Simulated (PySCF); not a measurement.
C4H4OP (charge -1).
Geometry (GFN2-xTB, Å), atoms numbered from 1 in this order:
```
atom  x, y, z in Å
P1     2.292    0.831   -0.117
C2     0.632    0.221   -0.032
C3    -0.559    0.986   -0.247
C4    -1.606    0.143   -0.088
O5    -1.194   -1.107    0.212
C6     0.178   -1.044    0.244
H7     2.843   -0.391    0.181
H8    -0.603    2.031   -0.489
H9    -2.670    0.293   -0.158
H10    0.695   -1.957    0.470
```

Level of theory: delta-SCF UKS SCAN, pcX-2 on the ionised atom, pcseg-1 elsewhere, spin-free X2C in PySCF. Each binding energy is the total energy of the core-ionised species, with the hole localised on one atom, minus that of the ground state; both are solved self-consistently, so orbital relaxation is included.

Some binding energies are withheld.

```tsv
atom(s)	bonded to	level	binding energy (eV)
C2	2 C (aromatic in the SMILES) and P	C 1s	?
C3	2 C (aromatic in the SMILES) and H	C 1s	?
C6	O (aromatic in the SMILES), C (aromatic in the SMILES) and H	C 1s	285.50
O5	2 C (aromatic in the SMILES)	O 1s	534.68
P1	C and H	P 1s	?
P1	C and H	P 2p3/2	128.89
```

**Question.** What is the P 1s binding energy of P1?

**Answer.** 2142.36 eV (phosphorus bonded to C and H).

**Question.** What is the C 1s binding energy of C2?

**Answer.** 285.07 eV (substituted aromatic carbon). The other listed C 1s value is that of C6; the shift against it is -0.43 eV.

**Question.** Fill in C 1s for C3.

**Answer.** 285.36 eV (aromatic CH carbon). The other listed C 1s value is that of C6; the shift against it is -0.14 eV.

Lowest listed C 1s: C2, bonded to 2 C (aromatic in the SMILES) and P. Highest, 0.43 eV above it: C6, bonded to O (aromatic in the SMILES), C (aromatic in the SMILES) and H.

**Question.** Give the binding energy of P 1s of P1 in hartree and in kJ/mol.

**Answer.** 2142.36 eV = 78.7303 Eh = 206706 kJ/mol.

The list is incomplete; no value stands for C 1s of C4 (hole states with ⟨S²⟩ of 1 or more are left out). The unrestricted hole states depart most from a pure doublet (⟨S²⟩ = 0.75; over 0.85 named) for C 1s of C2 (0.89), which makes this value less certain. The 2p values add to the ΔSCF energy of one spin-free hole a correction within the shell (spin–orbit coupling, ligand field). 2p1/2 minus 2p3/2 (ligand field included): P 0.89 eV. The species carries charge -1, so core ionisation leaves a neutral species. The basis sets have no added diffuse functions. Geometry: GFN2-xTB, one conformer, isolated ion.

The run took about 3 min of CPU time (one thread, shared machine).
